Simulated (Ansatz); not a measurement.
Relaxation of CH$_{6}$BN (9 atoms, charge 0, multiplicity 1), to a largest force component of 0.015 eV/Å in at most 40 steps.

Method: RKS PBE/def2-SVP (Ansatz).

```xyz
9
Properties=species:S:1:pos:R:3
B -0.811 0.694 -0.779
N 0.512 0.518 -0.157
C 0.552 -0.794 0.464
H -1.618 -0.091 -0.765
H -1.096 1.754 -1.351
H 0.622 1.258 0.592
H 0.481 -1.598 -0.274
H 1.625 -0.907 0.933
H -0.179 -0.880 1.320
```

Task: Where does it end, and by what steps?

Result: The run converged. After 8 steps the energy has fallen by 1.126 eV; H4 moved furthest, 0.75 Å.

```json
{"step": "0", "energy less start (eV)": "0.0000", "largest force component (eV/Å)": "2.952", "accepted": "yes"}
{"step": "1", "energy less start (eV)": "-0.6703", "largest force component (eV/Å)": "1.667", "accepted": "yes"}
{"step": "2", "energy less start (eV)": "-0.9191", "largest force component (eV/Å)": "1.660", "accepted": "yes"}
{"step": "3", "energy less start (eV)": "-1.0205", "largest force component (eV/Å)": "1.059", "accepted": "yes"}
{"step": "4", "energy less start (eV)": "-1.0810", "largest force component (eV/Å)": "0.379", "accepted": "yes"}
{"step": "5", "energy less start (eV)": "-1.1149", "largest force component (eV/Å)": "0.139", "accepted": "yes"}
{"step": "6", "energy less start (eV)": "-1.1243", "largest force component (eV/Å)": "0.069", "accepted": "yes"}
{"step": "7", "energy less start (eV)": "-1.1262", "largest force component (eV/Å)": "0.042", "accepted": "yes"}
{"step": "8", "energy less start (eV)": "-1.1265", "largest force component (eV/Å)": "0.004", "accepted": "yes"}
```

```xyz
9
Properties=species:S:1:pos:R:3
B -0.810 0.745 -0.895
N 0.123 0.492 0.112
C 0.566 -0.800 0.607
H -1.344 -0.196 -1.456
H -1.063 1.901 -1.181
H 0.568 1.285 0.581
H 0.051 -1.603 0.046
H 1.662 -0.939 0.481
H 0.336 -0.932 1.687
```

Whether the end is a true minimum wasn't checked by a vibrational analysis.

The run took 8.8 s on 1 CPU thread of a shared host.
